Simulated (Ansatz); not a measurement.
in.yaml

```yaml
crystal:
  periodic: [false, false, false]
  atoms:
    - {symbol: Ge, position_ang: [-0.018852, -0.319960, 1.255972]}
    - {symbol: P, position_ang: [-0.019685, 1.545601, -0.079838]}
    - {symbol: Ge, position_ang: [0.028279, -0.334654, -1.184556]}
    - {symbol: H, position_ang: [-0.074498, -0.319378, -2.693351]}
basis:
  gaussian: {orbitals: STO-3G}
magnetization: {spin_polarized: false}
correlation: {method: ccsdt_q, electrons: outside_noble_gas}
accuracy: high
```

```sh
$ ansatz run in.yaml --threads 1 --pin off --events-out ev --progress --plain --max-ram 2393MiB
```

The program prints:

```
696 factors; integrals over basis functions are off by at most 4.6e-9 eV
mean field evaluation 1: about -120843.0090 eV, gradient 1.1e1 eV
mean field evaluation 2: about -120843.0469 eV, gradient 1.1e1 eV
mean field evaluation 4: about -120843.7182 eV, gradient 1.4e0 eV
mean field evaluation 8: about -120843.7345 eV, gradient 7.1e-3 eV
mean field evaluation 16: about -120843.6965 eV, gradient 2.5e-1 eV
mean field evaluation 32: about -120830.4090 eV, gradient 2.3e1 eV
mean field -120843.73449900 eV, -4440.9253320132 hartree, gradient 1.4e-8 eV, S^2 0.000000; 1 other end points of the search recorded, 0 dependent functions left out; unrestricted orbitals would lower it
33 core orbitals not correlated, not the lowest: weight in the atoms' cores, before any rotation towards them, 0.848 or more for the frozen orbitals, at most 0.146 for the correlated occupied ones
reference -120843.73449900 eV, -4440.9253320132 hartree; 7, 7 occupied and 6, 6 virtual orbitals, 696 factors
second order -3.57499264 eV of doubles, -0.00000000 eV of singles
cycle   1  -3.81583210 eV  change   -2.4e-1 eV  update   9.4e-2
cycle   2  -4.09856024 eV  change   -2.8e-1 eV  update   4.5e-2
cycle   3  -4.27643914 eV  change   -1.8e-1 eV  update   2.3e-2
cycle   4  -4.26811636 eV  change    8.3e-3 eV  update   7.2e-3
...
cycle  20  -4.27398937 eV  change    1.1e-7 eV  update   5.7e-8
cycle  21  -4.27398941 eV  change   -3.3e-8 eV  update   3.5e-8
cycle  22  -4.27398782 eV  change    1.6e-6 eV  update   3.1e-7
cycle  23  -4.27398745 eV  change    3.6e-7 eV  update   1.4e-7
cycle  24  -4.27398729 eV  change    1.6e-7 eV  update   6.3e-8
cycle  25  -4.27398728 eV  change    1.6e-8 eV  update   2.6e-8
cycle  26  -4.27398731 eV  change   -3.0e-8 eV  update   1.1e-8
cycle  27  -4.27398731 eV  change   -2.9e-9 eV  update   5.9e-9
cycle  28  -4.27398731 eV  change   -1.1e-9 eV  update   2.7e-9
cycle  29  -4.27398731 eV  change   4.2e-10 eV  update   1.1e-9
perturbative correction -0.03242743 eV, -0.0011916862 hartree
Total energy: -120848.04091375 eV, -4441.0835898361 hartree
```

Ran on 1 thread of Arm Neoverse N1, shared host: 2.3 s wall, 0.13 GiB peak host memory.
